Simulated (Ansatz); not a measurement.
# B₂H₂ (singlet): wave-function methods side by side at distance B1–B2 = 1.525 Å, cc-pVDZ

The task here is to estimate one member of a computed series from the others.

Program: Ansatz 0.2.0, Gaussian basis. Level of theory: cc-pVDZ, core rule «outside noble gas», up to 2 orbitals frozen. These are calculated values, not measurements.

The runs, in order: UHF; CCSD(T) on RHF; CCSD(T) on UHF; BCCD(T) on RHF; CISD; CCSDT(Q) on RHF; CCSDT(Q) on UHF; CISDTQ; CCSDTQ on RHF; CCSDTQ on UHF; CASSCF and MRCISD+Q, 2 electrons in 2 orbitals; CASSCF and NEVPT2, 2 electrons in 2 orbitals; CASSCF and MRCISD+Q, 8 electrons in 10 orbitals; CASSCF and NEVPT2, 8 electrons in 10 orbitals; Full CI; Full CI in the symmetry of the determinant.

**The geometry**

The geometry derives from a PBE0/def2-TZVP stationary point (not a proven minimum). One bond is set to the value named and the two fragments are kept rigid.

4 atoms, charge 0, spin multiplicity 1.

Atoms are counted from 1 here; the program's logs count them from 0.

Bond lengths: B1–B2 1.525 Å, B1–H3 1.176 Å, B2–H4 1.176 Å. Angles: B2–B1–H3 180.0°, B1–B2–H4 180.0°.

Set-up of the first run:

in.yaml

```yaml
crystal:
  periodic: [false, false, false]
  atoms:
    - {symbol: B, position_ang: [0.000000, 0.000000, 0.762520]}
    - {symbol: B, position_ang: [0.000000, 0.000000, -0.762520]}
    - {symbol: H, position_ang: [0.000000, 0.000000, 1.938254]}
    - {symbol: H, position_ang: [0.000000, 0.000000, -1.938254]}
basis:
  gaussian: {orbitals: cc-pVDZ}
magnetization: {spin_polarized: true, initial_magnetization: 0}
hamiltonian: {xc: hf}
output: {orbitals: {seedname: orbitals}}
```

Run with:

```sh
$ ansatz run in.yaml --threads 1 --pin off --events-out ev --progress --plain --max-ram 3956MiB --backend cpu
```

Among the steps run: UHF; CCSD(T) on RHF; CCSD(T) on UHF; BCCD(T) on RHF; CISD; CCSDT(Q) on RHF; CCSDT(Q) on UHF; CISDTQ; CCSDTQ on RHF; CCSDTQ on UHF; CASSCF and MRCISD+Q, 2 electrons in 2 orbitals; CASSCF and NEVPT2, 2 electrons in 2 orbitals; CASSCF and MRCISD+Q, 8 electrons in 10 orbitals; CASSCF and NEVPT2, 8 electrons in 10 orbitals; Full CI; Full CI in the symmetry of the determinant.

One of the session's tables, all rows but one given; the rest of the session is left out.

```
          method  from FCI (kJ/mol)
             RHF                  ?
            RMP2             +125.5
            CISD              +63.7
           RCCSD              +33.9
        RCCSD(T)              +18.4
         BCCD(T)              +18.4
          RCCSDT               +4.6
          CISDTQ               +7.4
       RCCSDT(Q)               -0.7
         RCCSDTQ               +0.2
  CASSCF valence             +252.4
  NEVPT2 valence              +65.5
  MRCISD valence              +11.5
MRCISD+Q valence               -0.4
             FCI                  0
```

**Question.** Estimate the row for RHF.

**Answer.** from FCI (kJ/mol): +492.3. In the column «from FCI (kJ/mol)» it is the highest.

Caveats from the session: The report flags that the cluster equations may have other roots. Left out of the table: CASSCF pair, NEVPT2 pair, MRCISD pair, MRCISD+Q pair (the active space lost an orbital or holds another state than full CI finds). Left out of the table: UHF, UMP2, UCCSD, UCCSD(T), UCCSDT, UCCSDT(Q), UCCSDTQ (another determinant or state than the rows shown). The program flags RCCSDT(Q), RCCSDTQ as in doubt, so those rows may rest on another solution; read them beside their warnings. RCCSDT(Q), MRCISD+Q valence fall below full CI, which methods that aren't variational can do. Warnings in the runs' records: passed over end.
